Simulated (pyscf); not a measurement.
Thermochemistry of product channels of HO–GaH₂ + hydrogen fluoride (HF) on the singlet surface, in kcal/mol, from ωB97M-D3(BJ)/def2-TZVP energies (ideal gas, 1 atm, RRHO with modes under 100 cm⁻¹ raised to 100, one conformer, R ln 2 for chiral ones without a mode under 150 cm⁻¹). Optimised with ωB97X-D3(BJ)/def2-SVP in PySCF.

```json
[
 {"products": "HO–GaH–F + hydrogen (H₂)", "ΔE": "-19.2", "ΔH(298 K)": "-21.1", "ΔG(298 K)": "-19.8", "ΔG(1200 K)": "-17.3"},
 {"products": "water (H₂O) + F–GaH₂", "ΔE": "-8.2", "ΔH(298 K)": "-7.8", "ΔG(298 K)": "-8.1", "ΔG(1200 K)": "-8.1"}
]
```

These are energies of the channels, which say nothing of barriers. Elements up to Kr have no core potential and no relativistic terms here.
